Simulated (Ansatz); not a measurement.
# BCCD(T)/STO-3G run of CH5B (BH2Me)

Aim: the energy change on altering one bond length of CH5B (BH2Me) at BCCD(T)/STO-3G, from 2 runs. 

Program for the calculation: Ansatz 0.2.0.

53 further runs of the same task are left out: 53 set aside as unsound or not needed.

### Step 1. The molecule

The species is CH5B (7 atoms), meant as a singlet with charge 0. As SMILES, `[H]B([H])C`. The coordinates come from a GFN2-xTB relaxation.

Bond lengths: B1–C4 1.565 Å, B1–H2 1.170 Å, B1–H3 1.170 Å, C4–H5 1.093 Å, C4–H6 1.087 Å, C4–H7 1.088 Å. Angles: B1–C4–H5 107.0°, B1–C4–H6 114.5°, B1–C4–H7 113.9°, H2–B1–C4 120.0°, H3–B1–C4 120.6°, H5–C4–H6 106.4°, H5–C4–H7 105.8°, H6–C4–H7 108.6°, H2–B1–H3 119.4°.

### Step 2. The energy at BCCD(T)/STO-3G

run.yaml reads:

```yaml
crystal:
  periodic: [false, false, false]
  atoms:
    - {symbol: B, position_ang: [0.444840, 0.781100, 0.006260]}
    - {symbol: H, position_ang: [1.614940, 0.782320, 0.008990]}
    - {symbol: H, position_ang: [-0.129680, 1.798100, -0.061390]}
    - {symbol: C, position_ang: [-0.337160, -0.573970, 0.039720]}
    - {symbol: H, position_ang: [-0.405600, -0.929380, -0.991140]}
    - {symbol: H, position_ang: [-1.358290, -0.496260, 0.405500]}
    - {symbol: H, position_ang: [0.170950, -1.361910, 0.592050]}
basis:
  gaussian:
    orbitals: STO-3G
correlation:
  method: bccd_t
  frozen_orbitals: {B: 1, C: 1, H: 0}
accuracy: high
scf:
  omitted_lower_state_checks: [cluster_reference, increment]
```

Command:

```bash
ansatz run run.yaml --threads 1 --pin off --max-ram 2610MiB --events-out events.jsonl --progress --plain --runs-dir runs
```

Log, cut to the lines that bear on the results:

```text
Warning: RAYON_NUM_THREADS=1 ignored (pool sized by the plan → 1); use --threads N
Functional definition: HF
  name "HF"
[...]
253 factors; integrals over basis functions are off by at most 1.4e-8 eV
[...]
mean field -1759.69033241 eV, -64.6674269550 hartree, gradient 6.6e-9 eV, S^2 0.000000; 0 other end points of the search recorded, 0 dependent functions left out
2 core orbitals not correlated: weight in the atoms' cores, before any rotation towards them, 1.000 or more for the frozen orbitals, at most 0.000 for the correlated occupied ones
reference -1759.69033241 eV, -64.6674269550 hartree; 6, 6 occupied and 7, 7 virtual orbitals, 253 factors
second order -2.31552090 eV of doubles, -0.00000000 eV of singles
cycle   1  -2.89013534 eV  change   -5.7e-1 eV  update   5.3e-2
[...]
cycle  17  -3.16873541 eV  change  -8.5e-10 eV  update  7.8e-10
perturbative correction -0.01931196 eV, -0.0007097014 hartree
Total energy: -1762.87837977 eV, -64.7845855348 hartree
Checks for a lower state left out: cluster_reference, increment
```

It took 0.12 s on 1 thread of Arm Neoverse V2, shared host.

### Step 3. The distorted shape at the same level

molecule.yaml reads:

```yaml
crystal:
  periodic: [false, false, false]
  atoms:
    - {symbol: B, position_ang: [0.152345, 0.780795, 0.005578]}
    - {symbol: H, position_ang: [1.614940, 0.782320, 0.008990]}
    - {symbol: H, position_ang: [-0.422175, 1.797795, -0.062072]}
    - {symbol: C, position_ang: [-0.629655, -0.574275, 0.039038]}
    - {symbol: H, position_ang: [-0.698095, -0.929685, -0.991822]}
    - {symbol: H, position_ang: [-1.650785, -0.496565, 0.404818]}
    - {symbol: H, position_ang: [-0.121545, -1.362215, 0.591368]}
basis:
  gaussian: {orbitals: STO-3G}
magnetization: {spin_polarized: false}
correlation: {method: bccd_t, frozen_orbitals: {B: 1, C: 1, H: 0}}
accuracy: high
scf: {omitted_lower_state_checks: [cluster_reference, increment]}
```

Command:

```bash
ansatz run molecule.yaml --threads 1 --pin off --max-ram 2610MiB --events-out events.jsonl --progress --plain --runs-dir runs
```

Log, cut to the lines that bear on the results:

```text
Warning: RAYON_NUM_THREADS=1 ignored (pool sized by the plan → 1); use --threads N
[... 2 set-up lines as earlier in the session ...]
[...]
253 factors; integrals over basis functions are off by at most 1.0e-8 eV
[...]
mean field -1758.58710191 eV, -64.6268839821 hartree, gradient 5.6e-9 eV, S^2 0.000000; 0 other end points of the search recorded, 0 dependent functions left out
2 core orbitals not correlated: weight in the atoms' cores, before any rotation towards them, 1.000 or more for the frozen orbitals, at most 0.000 for the correlated occupied ones
reference -1758.58710191 eV, -64.6268839821 hartree; 6, 6 occupied and 7, 7 virtual orbitals, 253 factors
second order -2.49772575 eV of doubles, -0.00000000 eV of singles
cycle   1  -3.14101115 eV  change   -6.4e-1 eV  update   6.0e-2
[...]
cycle  20  -3.47173225 eV  change  -2.2e-10 eV  update  3.9e-10
perturbative correction -0.02368992 eV, -0.0008705883 hartree
Total energy: -1762.08252408 eV, -64.7553383773 hartree
Checks for a lower state left out: cluster_reference, increment
```

Run time: 0.12 s. Hardware: 1 thread of Arm Neoverse V2, shared host.

### Step 4. Results

At BCCD(T)/STO-3G, 2 core orbitals frozen:

```
                                                         quantity         value
                                        first shape: total energy  -64.78459 Eh
         first shape: correlation energy (2 core orbitals frozen)    -117.2 mEh
                                      first shape: (T) correction     -0.71 mEh
                                    distorted shape: total energy  -64.75534 Eh
     distorted shape: correlation energy (2 core orbitals frozen)    -128.5 mEh
                                  distorted shape: (T) correction     -0.87 mEh
energy change with the B1–H2 bond stretched from 1.170 to 1.463 Å      0.796 eV
```

In words: With the B1–H2 bond stretched from 1.170 to 1.463 Å the energy rises by 0.80 eV (76.8 kJ/mol). The first shape isn't relaxed at this level, so the change isn't measured from a minimum. The minimal basis adds a large error of its own. The triples (first shape) make up 0.6 % of the correlation energy. The triples (distorted shape) make up 0.7 % of the correlation energy.
